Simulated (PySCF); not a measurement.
H5NSSi.
SMILES with atom numbers: `[NH2:1][SiH2:2][SH:3]` (hydrogens: H4, H5 on N1; H6, H7 on Si2; H8 on S3)

Method used: core-valence-separated Tamm–Dancoff BHandHLYP/aug-pcX-1 (pcseg-1 on H, def2-SVPD on Si, def2-SVPD on S) in PySCF, non-relativistic, gas phase, PBE0-D3(BJ)/def2-SVP geometry.

Computed nitrogen K-edge spectrum, Gaussian lines of 0.3 eV full width, highest printed point 100; it ends one width below the last computed root. Absolute energies from this functional tend to lie a few eV below measured edges; no shift was applied.

| photon energy (eV) | absorption |
| --- | --- |
| 398.7 | 0 |
| 398.8 | 1 |
| 398.9 | 6 |
| 399.0 | 14 |
| 399.1 | 18 |
| 399.2 | 12 |
| 399.3 | 4 |
| 399.4 | 1 |
| 399.5 | 0 |
| 399.6 | 0 |
| 399.7 | 1 |
| 399.8 | 7 |
| 399.9 | 31 |
| 400.0 | 74 |
| 400.1 | 100 |
| 400.2 | 91 |
| 400.3 | 78 |
| 400.4 | 68 |
| 400.5 | 61 |
| 400.6 | 69 |
| 400.7 | 65 |
| 400.8 | 36 |
| 400.9 | 11 |
| 401.0 | 2 |
| 401.1 | 2 |
| 401.2 | 8 |
| 401.3 | 18 |
| 401.4 | 28 |
| 401.5 | 29 |
| 401.6 | 19 |
| 401.7 | 8 |
| 401.8 | 2 |
| 401.9 | 1 |
| 402.0 | 0 |

**Question.** Where are the maxima, and which lines make them up?

**Answer.** 4 maxima:
- 399.1 eV: N1 (silicon-bound nitrogen), 399.08 eV, f = 0.006, 100 % of the height at the exact maximum
- 400.1 eV: N1 (silicon-bound nitrogen), 400.09 eV, f = 0.031, 90 % of the height at the exact maximum
- 400.6 eV: N1 (silicon-bound nitrogen), 400.66 eV, f = 0.022, 93 % of the height at the exact maximum
- 401.5 eV: N1 (silicon-bound nitrogen), 401.50 eV, f = 0.008, 78 % of the height at the exact maximum; N1 (silicon-bound nitrogen), 401.33 eV, f = 0.004, 22 % of the height at the exact maximum

Further lines of some strength in the range: N1, 400.36 eV, f = 0.020.

Roots within 0.03 eV on the same or equivalent atoms count as one line; shares under 12 % aren't listed.

Vibrational structure and lifetime widths aren't in the curve. The ionisation threshold wasn't computed; near and above it a finite basis only mimics Rydberg series and continuum.

The run took 4.7 s of wall time on Arm Neoverse N1, one thread, no GPU, shared host with 64 logical CPUs at a one-minute load of 60, and the process peaked at 0.47 GiB of memory.

Conformer computed: `[NH2:1][SiH2:2][SH:3]`: H–N1–Si2–S3 146°, H–N1–Si2–S3 -57°, H–S3–Si2–N1 -53°.

One conformer stands for the species.
